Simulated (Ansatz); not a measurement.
Ideal-gas functions of `C=C=C(O)F` at 800 K and 1 bar, from an Ansatz frequency run at PBE0-D4/def2-TZVP.

Molar mass 74.05 g/mol, point group Cs (symmetry number 1), electronic degeneracy 1, moments of inertia 46.479, 135.68, 178.708 u Å². Harmonic wavenumbers (cm⁻¹, unscaled): 182, 192, 295, 503, 598, 629, 630, 840, 966, 1041, 1159, 1345, 1396, 1526, 2115, 3106, 3177, 3863.

Use S(trans) = R[1.5 ln M + 2.5 ln T − 1.1517]; rotational temperatures θ = 24.2544 K / I; S(rot) = R[ln(√π/σ · √(T³/θAθBθC)) + 1.5]; for each mode x = 1.438777 ν̃/T, S = R[x/(eˣ − 1) − ln(1 − e⁻ˣ)] and H = RT x/(eˣ − 1); 1 cm⁻¹ = 0.0119627 kJ/mol; R = 8.31446 J/(mol·K).

Question: By hand: the entropy, in J/(mol·K).

Answer: Translation 183.1. Rotation: θ = 0.5218, 0.1788, 0.1357 K, giving 118.8. Vibration, mode by mode: 17.64, 17.20, 13.68, 9.43, 8.10, 7.72, 7.71, 5.63, 4.69, 4.22, 3.57, 2.74, 2.55, 2.12, 0.91, 0.21, 0.18, 0.06, in all 108.3. Electronic 0.0. Sum 410.2 J/(mol·K).

Question: By hand: H − E and G − E in kJ/mol, counted from the electronic energy.

Answer: Zero-point energy ½ × 23563 × 0.0119627 = 140.9; thermal vibration 45.9; translation, rotation and pV give 4 RT = 26.6. H − E = 213.4 kJ/mol, and G − E = 213.4 − 800 × 410.2/1000 = -114.8 kJ/mol.

Vibration gives 26 % of the entropy. The sum counts one conformer and one mirror image; others add a mixing term.
